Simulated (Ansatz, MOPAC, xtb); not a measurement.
Breaking a bond: LiH, singlet.

- GFN1-xTB (xtb)
- PM6, restricted, heats of formation (MOPAC)
- RHF/aug-cc-pVTZ (Ansatz, a quantum-chemistry and plane-wave program)
- RKS-BLYP = restricted BLYP/aug-cc-pVTZ run with Ansatz
- UKS-PBE = unrestricted PBE/aug-cc-pVTZ run with Ansatz

Energies are in kcal/mol, each relative to the lowest point of its own curve near equilibrium.

| R / Å | GFN1-xTB | PM6 | RHF | RKS-BLYP | UKS-PBE |
|---|---|---|---|---|---|
| 1.21 | 6.2 | 0.4 | 19.7 | 17.9 | 18.5 |
| 1.28 | 2.7 | 0.0 | 12.2 | 10.9 | 11.3 |
| 1.35 | 0.8 | 1.0 | 6.9 | 6.0 | 6.3 |
| 1.44 | 0.0 | 3.8 | 2.6 | 2.1 | 2.4 |
| 1.50 | 0.2 | 6.5 | 1.0 | 0.8 | 0.9 |
| 1.52 | 0.3 | 7.5 | 0.6 | 0.5 | 0.6 |
| 1.60 | 1.3 | 11.8 | 0.0 | 0.0 | 0.0 |
| 1.64 | 2.0 | 14.2 | 0.1 | 0.1 | 0.1 |
| 1.68 | 2.8 | 16.7 | 0.4 | 0.5 | 0.4 |
| 1.76 | 4.7 | 21.9 | 1.5 | 1.6 | 1.4 |
| 1.87 | 7.9 | 29.3 | 4.0 | 4.0 | 3.7 |
| 1.98 | 11.6 | 36.9 | 7.1 | 6.9 | 6.6 |
| 2.15 | 17.9 | 48.4 | 12.9 | 12.2 | 11.8 |
| 2.44 | 29.3 | 66.4 | 23.8 | 21.6 | 21.3 |
| 2.64 | 37.5 | 77.3 | 31.2 | 27.8 | 27.5 |
| 2.91 | 48.9 | 90.0 | 40.8 | 35.4 | 35.0 |
| 3.17 | 59.9 | 100.0 | 49.2 | 41.8 | 40.4 |
| 3.57 | 76.1 | 112.0 | 60.7 | 49.8 | 46.2 |
| 3.94 | 89.2 | 120.2 | 69.7 | 55.4 | 49.5 |
| 4.32 | 100.2 | 126.5 | 77.4 | 59.7 | 51.6 |
| 4.74 | — | 131.8 | 84.6 | 63.2 | 53.0 |
| 5.56 | — | 138.9 | 95.2 | 67.4 | 53.4 |
| 6.33 | — | 143.8 | 102.2 | 69.6 | 53.5 |

At the longest distance, 6.33 Å, PM6 lies highest above its minimum (143.8 kcal/mol) and UKS-PBE lowest (53.5 kcal/mol).

Dashes: no converged value, or the column stops at the first point that the program doubted or that broke a chosen test of continuity, which isn't proof of a fault.

The restricted form behind PM6, RHF, RKS-BLYP keeps the bonding electrons paired and can't separate into open-shell fragments. The unrestricted determinant behind UKS-PBE is spin-contaminated at 2.91 to 6.33 Å (<S²> up to 1.0, against 0.00 for a pure singlet).
